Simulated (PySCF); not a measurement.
An element was calculated at r2SCAN (PySCF 2.14, non-relativistic, a triple-zeta basis, no spin-orbit coupling), in the ground configurations that NIST lists.

```
electron affinity        : 1.513 eV
first ionisation energy  : 13.721 eV
second ionisation energy : 35.464 eV
third ionisation energy  : 55.579 eV
```

**Question.** Which element is it?

**Answer.** Oxygen (O, Z = 8), in aug-cc-pwCVTZ. NIST lists 13.618, 35.121, 54.936 eV for these ionisation energies.
